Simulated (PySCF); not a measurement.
# BN2H5 (SMILES NBN) at 6 levels

Aim: a comparison of 6 runs (HF-D3(0)/STO-6G, HF-D3(BJ)/6-311G*, HF/ccECP-cc-pVTZ, B97-D-D3(0)/6-31G*, CF22D/cc-pVDZ) of BN2H5. 

The calculation is run with PySCF 2.14.0.

6 further runs of the same task are left out: 6 set aside as unsound or not needed.

### 1 The molecule

BN2H5 has 8 atoms, charge 0, and is taken as a singlet. As SMILES, `NBN`. The coordinates come from a PBE0-D4/def2-TZVP relaxation.

Bond lengths: N1–B2 1.409 Å, B2–N3 1.409 Å, N1–H4 1.005 Å, N1–H5 1.002 Å, B2–H6 1.200 Å, N3–H7 1.003 Å, N3–H8 1.005 Å. Angles: N1–B2–N3 122.9°, N1–B2–H6 118.5°, N3–B2–H6 118.5°, B2–N1–H4 124.5°, B2–N1–H5 121.9°, B2–N3–H7 121.9°, B2–N3–H8 124.5°, H4–N1–H5 113.6°, H7–N3–H8 113.6°.

### 2 The energy at HF-D3(0)/STO-6G (density fitting with cc-pvdz-jkfit) (run 1)

The input, input.xyz:

```xyz
8

N     -0.971000     0.516500    -0.581100
B      0.194200     0.386600     0.200500
N      0.848200    -0.845200     0.401400
H     -1.426800    -0.244500    -1.053400
H     -1.423900     1.400900    -0.713700
H      0.649700     1.368600     0.718000
H      1.676700    -0.919800     0.960900
H      0.545000    -1.720300     0.011600
```

The input, input.py:

```python
# NBN
from pyscf import gto, scf

mol = gto.Mole()
mol.atom = 'input.xyz'
mol.verbose = 4
mol.max_memory = 1860
mol.charge = 0
mol.cart = True
mol.basis = 'sto-6g'
mol.build()

mf = scf.RHF(mol)
mf = mf.density_fit(auxbasis='cc-pvdz-jkfit')
mf.disp = 'd3zero'
mf.diis_space = 12
mf.kernel()

e_final = mf.e_tot
print('E(%s) = %.9f' % ('HF', e_final))
```

Command:

```
$ OMP_NUM_THREADS=1 python input.py
```

The log of the run:

```text
PySCF version 2.14.0

[... 62 lines left out ...]
converged SCF energy = -136.151634356038
E(HF) = -136.151634356
```

Wall time 0.84 s (1 thread of Arm Neoverse V1, shared host); peak memory 0.12 GiB.

### 3 Energy and forces at HF-D3(BJ)/6-311G(d) (run 2)

The input, mol.sdf:

```

     RDKit          3D

  8  7  0  0  0  0  0  0  0  0999 V2000
   -0.9710    0.5165   -0.5811 N   0  0  0  0  0  0  0  0  0  0  0  0
    0.1942    0.3866    0.2005 B   0  0  0  0  0  0  0  0  0  0  0  0
    0.8482   -0.8452    0.4014 N   0  0  0  0  0  0  0  0  0  0  0  0
   -1.4268   -0.2445   -1.0534 H   0  0  0  0  0  0  0  0  0  0  0  0
   -1.4239    1.4009   -0.7137 H   0  0  0  0  0  0  0  0  0  0  0  0
    0.6497    1.3686    0.7180 H   0  0  0  0  0  0  0  0  0  0  0  0
    1.6767   -0.9198    0.9609 H   0  0  0  0  0  0  0  0  0  0  0  0
    0.5450   -1.7203    0.0116 H   0  0  0  0  0  0  0  0  0  0  0  0
  2  1  1  0
  3  2  1  0
  4  1  1  0
  5  1  1  0
  6  2  1  0
  7  3  1  0
  8  3  1  0
M  END
$$$$
```

The input, run.py:

```python
import pyscf.grad
from pyscf import gto
from rdkit import Chem

rd = Chem.MolFromMolFile('mol.sdf', removeHs=False, sanitize=False)
xyz = rd.GetConformer().GetPositions()
geom = [(a.GetSymbol(), tuple(x)) for a, x in zip(rd.GetAtoms(), xyz)]
for s, x in geom:
    print('%-2s %12.6f %12.6f %12.6f' % (s, *x))

mol = gto.M(
    atom=geom,
    verbose=4,
    basis='6-311g*',
    symmetry=True,
    max_memory=1860,
)

mf = mol.RHF()
mf.disp = 'd3bj'
mf.kernel()

energy = mf.e_tot
print('E = %.10f Eh' % energy)
grad = mf.Gradients().kernel()
```

Command:

```
$ OMP_NUM_THREADS=1 python run.py
```

The log of the run:

```text
N     -0.971000     0.516500    -0.581100
B      0.194200     0.386600     0.200500
N      0.848200    -0.845200     0.401400
[... 4 lines of this table left out ...]
H      0.545000    -1.720300     0.011600

PySCF version 2.14.0

[... 68 lines left out ...]
converged SCF energy = -136.634878923165
[... 2 lines left out ...]
******** <class 'pyscf.grad.rhf.Gradients'> for <class 'pyscf.scf.hf.RHF'> ********
unit = Eh/Bohr
Calc dispersion correction with DFTD3.
Parameters: xc=hf, version=d3bj, atm=False
--------------- RHF gradients ---------------
         x                y                z
0 N     0.0099564683    -0.0014465690     0.0066086611
1 B     0.0005910132     0.0012273412     0.0006564585
2 N    -0.0059255928     0.0102572501    -0.0020079425
[... 4 lines of this table left out ...]
7 H    -0.0032093090    -0.0125276739    -0.0047950066
----------------------------------------------
```

It took 3.6 s on 1 thread of Arm Neoverse V1, shared host; peak memory 0.17 GiB.

### 4 The energy at HF/ccECP-cc-pVTZ (density fitting, core potential) (run 3)

The input, input.py:

```python
# NBN
import pyscf.grad
from pyscf import gto
from pyscf import df
from pyscf.pbc.tools.pyscf_ase import PySCF, ase_atoms_to_pyscf
from ase import Atoms

atoms = Atoms(['N', 'B', 'N', 'H', 'H', 'H', 'H', 'H'], positions=[
    [-0.971000, 0.516500, -0.581100],
    [0.194200, 0.386600, 0.200500],
    [0.848200, -0.845200, 0.401400],
    [-1.426800, -0.244500, -1.053400],
    [-1.423900, 1.400900, -0.713700],
    [0.649700, 1.368600, 0.718000],
    [1.676700, -0.919800, 0.960900],
    [0.545000, -1.720300, 0.011600],
])

mol = gto.M(
    atom=ase_atoms_to_pyscf(atoms),
    basis='ccecp-cc-pvtz',
    verbose=4,
    max_memory=1860,
    ecp='ccecp',
    charge=0,
)

hf = mol.RHF()
hf = hf.density_fit(auxbasis=df.aug_etb(mol, beta=2.0))
hf.conv_tol = 1e-05
atoms.calc = PySCF(method=hf)

e_ev = atoms.get_potential_energy()
print('energy %.6f eV' % e_ev)
```

Command:

```
$ OMP_NUM_THREADS=1 python input.py
```

The log of the run:

```text
PySCF version 2.14.0

[... 75 lines left out ...]
converged SCF energy = -25.1310450574059
energy -683.850568 eV
```

It took 3.3 s on 1 thread of Arm Neoverse V1, shared host; peak memory 0.24 GiB.

Runs 4 to 5 aren't shown in full; the table further down has their settings and results.

### 5 The charge distribution at CF22D/cc-pVDZ (sfX2C, density fitting with cc-pvqz-jkfit) (run 6)

The input, calc.py:

```python
# NBN
import numpy
from pyscf import gto, scf, dft, lo

system = gto.M(
    atom='''
N       -0.971000       0.516500      -0.581100
B        0.194200       0.386600       0.200500
N        0.848200      -0.845200       0.401400
H       -1.426800      -0.244500      -1.053400
H       -1.423900       1.400900      -0.713700
H        0.649700       1.368600       0.718000
H        1.676700      -0.919800       0.960900
H        0.545000      -1.720300       0.011600
''',
    basis='cc-pvdz',
    verbose=4,
    spin=0,
    max_memory=1860,
)

myscf = dft.RKS(system, xc='cf22d')
myscf = myscf.x2c()
myscf = myscf.density_fit(auxbasis='cc-pvqz-jkfit')
myscf.kernel()

etot = myscf.e_tot
print('Final energy', etot)
dip = myscf.dip_moment()
pop, q = myscf.mulliken_pop()
quad = myscf.quad_moment()
occ = myscf.mo_coeff[:, myscf.mo_occ > 0]
iaos = lo.vec_lowdin(lo.iao.iao(system, occ), myscf.get_ovlp())
c = iaos.T @ myscf.get_ovlp() @ occ
pop_iao, q_iao = scf.hf.mulliken_pop(lo.iao.reference_mol(system), (c * myscf.mo_occ[myscf.mo_occ > 0]) @ c.T, numpy.eye(c.shape[0]), verbose=0)
print('IAO charges', numpy.round(q_iao, 4))
```

Command:

```
$ OMP_NUM_THREADS=1 python calc.py
```

The log of the run:

```text
PySCF version 2.14.0

[... 78 lines left out ...]
converged SCF energy = -137.377537800676
Final energy -137.37753780067646
Dipole moment(X, Y, Z, Debye): -0.55390, -1.19380, -0.62878
[... 79 lines left out ...]
IAO charges [-0.5787  0.1613 -0.5787  0.2464  0.2629 -0.0226  0.2629  0.2464]
```

Run time: 7.5 s. Hardware: 1 thread of Arm Neoverse V1, shared host; peak memory 0.35 GiB.

Atomic charges (e):

| atom | Mulliken | IAO |
| --- | --- | --- |
| N1 | -0.044 | -0.579 |
| B2 | -0.132 | +0.161 |
| N3 | -0.044 | -0.579 |
| H4 | +0.069 | +0.246 |
| H5 | +0.084 | +0.263 |
| H6 | -0.087 | -0.023 |
| H7 | +0.084 | +0.263 |
| H8 | +0.069 | +0.246 |

### 6 Overview of the runs

| run | level | task | integral approximation | energy (Eh) | dipole moment (D) | HOMO energy (eV) | LUMO energy (eV) | wall time |
| --- | --- | --- | --- | --- | --- | --- | --- | --- |
| 1 | HF-D3(0)/STO-6G (density fitting with cc-pvdz-jkfit) | energy | cc-pvdz-jkfit | -136.151634 | 1.16 | -8.23 | 10.73 | 0.84 s |
| 2 | HF-D3(BJ)/6-311G* | gradient | none | -136.634879 | 1.34 | -10.13 | 4.34 | 3.6 s |
| 3 | HF/ccECP-cc-pVTZ (density fitting, core potential) | energy | etb | -25.131045 | 1.27 | -10.27 | 3.62 | 3.3 s |
| 4 | B97-D-D3(0)/6-31G* (density fitting with cc-pvtz-jkfit, Cartesian functions) | energy | cc-pvtz-jkfit | -137.340083 | 1.52 | -4.93 | 1.92 | 4.5 s |
| 5 | B97-D-D3(0)/6-31G* (sfX2C, density fitting, Cartesian functions) | energy | etb | -137.400953 | 1.52 | -4.93 | 1.92 | 5.1 s |
| 6 | CF22D/cc-pVDZ (sfX2C, density fitting with cc-pvqz-jkfit) | properties | cc-pvqz-jkfit | -137.377538 | 1.46 | -7.47 | 2.80 | 7.5 s |

### 7 Outcome

| quantity | value |
| --- | --- |
| run 6: total energy | -137.37754 Eh |
| run 6: dipole moment | 1.46 D |
| run 6: HOMO energy | -7.47 eV |
| run 6: LUMO energy | 2.80 eV |
| run 6: HOMO–LUMO gap | 10.28 eV |
| run 6: dispersion energy | -0.16 kJ/mol |

What this shows: The dipole moment (its size) runs from 1.16 D (HF-D3(0)/STO-6G) to 1.52 D (B97-D-D3(0)/6-31G*). The two ends differ in method and basis. The HOMO–LUMO gap runs from 6.85 eV (B97-D-D3(0)/6-31G*) to 18.96 eV (HF-D3(0)/STO-6G). The two ends differ in method and basis and Hamiltonian. Totals of different functionals can't be ranked against each other. Some runs of one species differ in core potentials or relativity; totals across that change don't compare. In run 1 the basis is minimal, so the values are rough. All runs together took 25 s, the longest 7.5 s.
